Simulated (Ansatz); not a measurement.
**BH₂+ (triplet): from Hartree-Fock to the top rungs, def2-TZVPP**

The task here is to estimate one member of a computed series from the others.

Computed with Ansatz 0.2.0, Gaussian basis. Level: def2-TZVPP, core rule «outside noble gas», up to 1 orbitals frozen.

To be run: UHF; ROHF; CCSD(T) on UHF.

2 further runs of the same task are left out: 2 set aside as unsound or not needed.

## What is computed

The geometry is a PBE0/def2-TZVP stationary point (not a proven minimum) of the parent state, kept for this charge and spin.

3 atoms, charge 1, spin multiplicity 3.

Atoms are counted from 1 here; the program's logs count them from 0.

Bond lengths: B1–H2 1.179 Å, B1–H3 1.179 Å. Angles: H2–B1–H3 180.0°.

The first run:

Input file in.yaml:

```yaml
crystal:
  periodic: [false, false, false]
  atoms:
    - {symbol: B, position_ang: [0.000000, 0.000000, 0.000000]}
    - {symbol: H, position_ang: [0.000000, 0.000000, -1.179181]}
    - {symbol: H, position_ang: [0.000000, 0.000000, 1.179181]}
basis:
  gaussian: {orbitals: def2-TZVPP}
total_charge: 1
magnetization: {spin_polarized: true, initial_magnetization: 2}
hamiltonian: {xc: hf}
output: {orbitals: {seedname: orbitals}}
```

Started as:

```console
> ansatz run in.yaml --threads 1 --pin off --events-out ev --progress --plain --max-ram 4096MiB --backend cpu
```

Steps of the session up to this table: UHF; ROHF; CCSD(T) on UHF.

One table of the session follows, with a row left open; its other results are not shown here.

```
  method  from UCCSD(T) (meV)
    ROHF                    ?
     UHF              +2232.6
    UMP2               +555.8
   UCCSD                +53.8
UCCSD(T)                    0
```

Q: Estimate the row for ROHF from the others.

**Answer.** from UCCSD(T) (meV): +2311.7. In the column «from UCCSD(T) (meV)» it is the highest.

The program flags UCCSD(T) as in doubt (see the logs), so the zero of the table is itself unsure.

Limits of these values: The report flags that the cluster equations may have other roots. The program flags UCCSD(T) as in doubt, so the zero of the table is itself unsure.
